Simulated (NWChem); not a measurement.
All runs are NWChem calculations. System: CH$_{2}$, charge 0, spin multiplicity 1, at a geometry optimised with B3LYP/def2-SVP. The structure started from a generated list of species. Level: CIS/def2-SVPD.

Output (cleaned and shortened):

```
             Northwest Computational Chemistry Package (NWChem) 7.3.0
             --------------------------------------------------------

                                NWChem Input Module
                                -------------------

 Scaling coordinates for geometry "geometry" by  1.889725989
 (inverse scale =  0.529177249)

 Turning off AUTOSYM since
 SYMMETRY directive was detected!

                             Geometry "geometry" -> ""
                             -------------------------

 Output coordinates in angstroms (scale by  1.889725989 to convert to a.u.)

  No.       Tag          Charge          X              Y              Z
 ---- ---------------- ---------- -------------- -------------- --------------
    1 C                    6.0000     0.00000000     0.00000000     0.17993600
    2 H                    1.0000     0.86216900     0.00000000    -0.53980700
    3 H                    1.0000    -0.86216900     0.00000000    -0.53980700

 Effective nuclear repulsion energy (a.u.)       5.9609673148

            Nuclear Dipole moment (a.u.)
            ----------------------------
        X                 Y               Z
 ---------------- ---------------- ----------------
     0.0000000000     0.0000000000     0.0000037795

      Symmetry information
      --------------------

 Group name             C2v
 Group number             16
 Group order               4
 No. of unique centers     2

      Symmetry unique atoms

     1    2


 Summary of "ao basis" -> "" (spherical)
 ------------------------------------------------------------------------------
       Tag                 Description            Shells   Functions and Types
 ---------------- ------------------------------  ------  ---------------------
 *                         def2-svpd                  on all atoms

  xc_inp: hfexch multiplicative factor not found.

                                 NWChem DFT Module
                                 -----------------

 Summary of "ao basis" -> "ao basis" (spherical)
 ------------------------------------------------------------------------------
       Tag                 Description            Shells   Functions and Types
 ---------------- ------------------------------  ------  ---------------------
 C                         def2-svpd                 8       20   4s2p2d
 H                         def2-svpd                 4        8   2s2p

 Summary of "ao basis" -> "ao basis" (spherical)
[...]
     Occ.    4  a1  ---  Virt.   13  a1       0.06704
     Occ.    4  a1  ---  Virt.   15  a1       0.15639
  ----------------------------------------------------------------------------
  Root   4 singlet b1             0.369091621 a.u.               10.0435 eV
  ----------------------------------------------------------------------------
     Transition Moments    X  0.72358   Y  0.00000   Z -0.00000
     Transition Moments   XX  0.00000  XY  0.00000  XZ -0.82121
     Transition Moments   YY  0.00000  YZ -0.00000  ZZ -0.00000
     Dipole Oscillator Strength                    0.1288295672
     Electric Quadrupole                           0.0000001806
     Magnetic Dipole                               0.0000004053
     Total Oscillator Strength                     0.1288301530

          sigma_e =   1.9904 Angstrom
          sigma_h =   1.0925 Angstrom
         |d_h->e| =   1.1458 Angstrom
            d_exc =   2.5375 Angstrom
            d_CD1 =   2.0438 Angstrom
            d_CD2 =  -0.3956 Angstrom
            d_CD3 =   3.6833 Angstrom
     Pearson C.C. =   0.0068

     Occ.    3  b1  ---  Virt.    9  a1       0.07418
     Occ.    4  a1  ---  Virt.    7  b1      -0.95464
     Occ.    4  a1  ---  Virt.   10  b1       0.06514
     Occ.    4  a1  ---  Virt.   16  b1       0.06665
     Occ.    4  a1  ---  Virt.   17  b1       0.24776
     Occ.    4  a1  ---  Virt.   24  b1      -0.07868
  ----------------------------------------------------------------------------
  Root   5 singlet a1             0.420052990 a.u.               11.4302 eV
  ----------------------------------------------------------------------------
     Transition Moments    X -0.00000   Y -0.00000   Z  0.23700
     Transition Moments   XX  0.35884  XY  0.00000  XZ -0.00000
     Transition Moments   YY  1.07236  YZ  0.00000  ZZ  1.22154
     Dipole Oscillator Strength                    0.0157288262
     Electric Quadrupole                           0.0000000839
     Magnetic Dipole                               0.0000000000
     Total Oscillator Strength                     0.0157289101

          sigma_e =   2.1793 Angstrom
          sigma_h =   1.0809 Angstrom
         |d_h->e| =   0.3220 Angstrom
            d_exc =   2.4487 Angstrom
            d_CD1 =   1.4204 Angstrom
            d_CD2 =  -1.3080 Angstrom
            d_CD3 =   2.7707 Angstrom
     Pearson C.C. =   0.0053

     Occ.    3  b1  ---  Virt.    7  b1      -0.19189
     Occ.    3  b1  ---  Virt.   17  b1       0.09649
     Occ.    4  a1  ---  Virt.    6  a1      -0.06374
     Occ.    4  a1  ---  Virt.    8  a1       0.67764
     Occ.    4  a1  ---  Virt.    9  a1       0.66340
     Occ.    4  a1  ---  Virt.   15  a1      -0.18622
     Occ.    4  a1  ---  Virt.   19  a1       0.07892
     Occ.    4  a1  ---  Virt.   23  a1       0.06745
  ----------------------------------------------------------------------------
  Root   6 singlet b1             0.431509178 a.u.               11.7420 eV
  ----------------------------------------------------------------------------
     Transition Moments    X -0.10612   Y  0.00000   Z  0.00000
     Transition Moments   XX -0.00000  XY  0.00000  XZ -1.73632
     Transition Moments   YY -0.00000  YZ -0.00000  ZZ -0.00000
     Dipole Oscillator Strength                    0.0032397732
     Electric Quadrupole                           0.0000012899
     Magnetic Dipole                               0.0000006162
     Total Oscillator Strength                     0.0032416793

          sigma_e =   2.2087 Angstrom
          sigma_h =   1.1236 Angstrom
         |d_h->e| =   0.0187 Angstrom
            d_exc =   2.3629 Angstrom
            d_CD1 =   1.1037 Angstrom
            d_CD2 =  -1.6475 Angstrom
            d_CD3 =   2.3816 Angstrom
     Pearson C.C. =   0.1124

     Occ.    3  b1  ---  Virt.    6  a1      -0.57711
     Occ.    3  b1  ---  Virt.    8  a1      -0.12459
     Occ.    3  b1  ---  Virt.    9  a1      -0.12692
     Occ.    3  b1  ---  Virt.   13  a1       0.07717
     Occ.    3  b1  ---  Virt.   15  a1       0.13170
     Occ.    4  a1  ---  Virt.    7  b1       0.06192
     Occ.    4  a1  ---  Virt.   10  b1       0.77301
     Occ.    4  a1  ---  Virt.   16  b1       0.06283

              Target root =      1
          Target symmetry = none
      Ground state energy =    -38.847209261358
        Excitation energy =      0.061574006785
     Excited state energy =    -38.785635254574

  stored tddft:energy   -38.785635254573563

 Task  times  cpu:        2.1s     wall:        2.1s

 Total times  cpu:        2.1s     wall:        2.1s
```

Task: Write an NWChem input that would produce this output.

Result: Several could match; the one computed here: 
```
start mol
memory heap 200 mb stack 900 mb global 1100 mb
geometry units angstroms nocenter noautoz
  C      0.000000     0.000000     0.179936
  H      0.862169     0.000000    -0.539807
  H     -0.862169     0.000000    -0.539807
  symmetry group C2v
end
basis spherical
  * library def2-svpd
end
dft
  xc hfexch
  semidirect memsize 60000000 filesize 0
  iterations 100
end
tddft
  cis
  nroots 6
  notriplet
  thresh 1e-4
end
task tddft energy
```
